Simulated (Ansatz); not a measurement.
## Forces away from equilibrium

CH5NSi (SMILES C=N[SiH3]), singlet, displaced at random from a GFN2-xTB minimum.

C1  (-0.958, 0.579, -1.032)
N2  (-0.475, -0.394, -0.437)
Si3  (0.765, -0.557, 0.925)
H4  (-1.636, 0.510, -1.747)
H5  (-0.697, 1.600, -1.027)
H6  (0.336, 0.379, 1.969)
H7  (2.018, -0.147, 0.303)
H8  (0.721, -1.794, 1.176)
(Å)

Computed with Ansatz 0.2.0 (basis: def2-TZVPP); correlated methods freeze the cores.

CCSD(T) forces from the calculation:
| atom | Fx | Fy | Fz (eV/Å) |
| --- | --- | --- | --- |
| C1 | 2.019 | 1.246 | 1.257 |
| N2 | 1.396 | -2.132 | 2.273 |
| Si3 | -1.647 | 6.601 | -3.616 |
| H4 | -3.587 | -1.351 | -3.350 |
| H5 | 1.099 | 1.789 | 1.096 |
| H6 | 0.142 | -0.058 | 0.473 |
| H7 | 0.617 | 0.061 | 0.134 |
| H8 | -0.040 | -6.156 | 1.733 |

Q: Which atom feels the largest CCSD(T) force, and how large is it?

A: Si3, 7.70 eV/Å, along (-0.21, 0.86, -0.47).

Root-mean-square difference of the force components from those of CCSD(T): PBE0-D4 0.307; wB97M-V 0.266; r2SCAN-D4 0.236; PBE-D4 0.204; CAM-B3LYP-D4 0.338; B97M-V 0.317 eV/Å.

No T1 diagnostic of these runs exceeds 0.013. These are differences at one structure, and CCSD(T) in triple zeta is itself an approximation.

For scale, one of the runs: CCSD(T)/def2-TZVPP forces, 174 basis functions (an equivalent command: `ansatz run in.yaml --threads 4`). Hardware: 4 CPU threads, shared host. Wall time 56 s; peak host memory 2.9 GiB.
